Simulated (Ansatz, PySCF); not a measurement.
Molecule: OCl, net charge 0, doublet state. 
Structure (B3LYP-D3(BJ)/def2-TZVP (Ansatz, an electronic-structure program) minimum search):
```
Cl
O 1 1.5797
```
Charge 0, spin multiplicity 2.

Dipole moments at this geometry, in debye (magnitudes).

```csv
level,program,dipole (D)
PBE/def2-TZVPD,PySCF,1.34
revPBE/def2-TZVPD,Ansatz,1.30
B97M-V/def2-TZVPD,Ansatz,1.14
B3LYP/def2-TZVPD,Ansatz,1.31
PBE0/def2-TZVPD,Ansatz,1.23
TPSSh/def2-TZVPD,PySCF,1.22
PW6B95/def2-TZVPD,PySCF,1.29
wB97M-V/def2-TZVPD,Ansatz,(withheld)
CCSD(T)/aug-cc-pV(D+d)Z,Ansatz,(withheld)
```

**Question.** What belongs in the gaps?

**Answer.** 
- wB97M-V/def2-TZVPD, dipole (D): 1.29
- CCSD(T)/aug-cc-pV(D+d)Z, dipole (D): 1.29
